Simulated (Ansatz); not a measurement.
**Scan of [H···H···SiH], doublet**

Starting geometry:

| atom | x (Å) | y (Å) | z (Å) |
| --- | --- | --- | --- |
| H | -2.6481 | 0.0479 | 0.0000 |
| H | -1.9031 | 0.0479 | 0.0000 |
| Si | 0.1439 | 0.0479 | 0.0000 |
| H | 0.5404 | -1.4316 | 0.0000 |

From there H2 is moved from one fragment to the other while all else, the fragments' distance too, stays fixed; atoms are numbered as listed. Energies are in kcal/mol, counted from the starting geometry at the same level.

Basis 6-31G; Ansatz 0.2.0. Only valence electrons are correlated (noble-gas cores frozen). R marks a restricted (for open shells ROHF) determinant.

Coupled cluster chose its determinant by trial CCSD, here up to 0.55 eV above the lowest Hartree–Fock solution of its kind. The reference follows the lowest state, whose symmetry changes along the scan.

Full CI is exact within this basis and frozen core; it isn't the basis-set limit.

```
distance H1-H2 (Å)  RCCSD
             0.693    0.7
             0.745    0.0
             0.832    3.4
             0.918   10.1
             1.005   18.4
             1.092   26.8
             1.179   34.5
             1.265   37.4
             1.352   41.3
```

Problem. Estimate the full CI curve in 6-31G from this one, knowing how RCCSD errs.

Solution. The computed full CI values, in kcal/mol from the starting point, and the error of RCCSD against them:
| distance H1-H2 (Å) | full CI | RCCSD less full CI |
| --- | --- | --- |
| 0.693 | 0.8 | 0.0 |
| 0.745 | 0.0 | 0.0 |
| 0.832 | 3.4 | 0.1 |
| 0.918 | 9.9 | 0.2 |
| 1.005 | 18.0 | 0.4 |
| 1.092 | 26.0 | 0.8 |
| 1.179 | 33.1 | 1.4 |
| 1.265 | 37.2 | 0.3 |
| 1.352 | 41.1 | 0.2 |

The error spans 1.4 kcal/mol and is largest, 1.4 kcal/mol, at 1.179 Å.
